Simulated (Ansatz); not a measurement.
The parent structure is Mo in the bcc (W type) structure (space group Im-3m, No. 229; a = 3.161 Å).

Computed with Ansatz (a quantum-chemistry and plane-wave program), PBE, PAW, cutoff 420 eV, no SOC, earlier PAW set.

Now apply this change: full substitution Mo → Cr, then cell and atoms are relaxed.

Measured lattice parameter a: Mo 3.141 Å (static lattice; corrected from measurement; as listed in Daniel Mejia-Rodriguez, S. B. Trickey, Phys. Rev. B (2018)); Cr 2.877 Å (static lattice; corrected from measurement; as listed in H. Levämäki et al., Physical Review B (2014)).

How well does PBE reproduce the measured shift?

With PBE the lattice parameter a moves by -0.313 Å (3.161 → 2.848) against -0.264 Å measured.

No phonon test of stability was made. Seeded moments were not kept for Mo → Cr. The final runs are not spin-polarised. Real Cr is antiferromagnetic at low temperature and ambient pressure, an order that this cell doesn't hold.
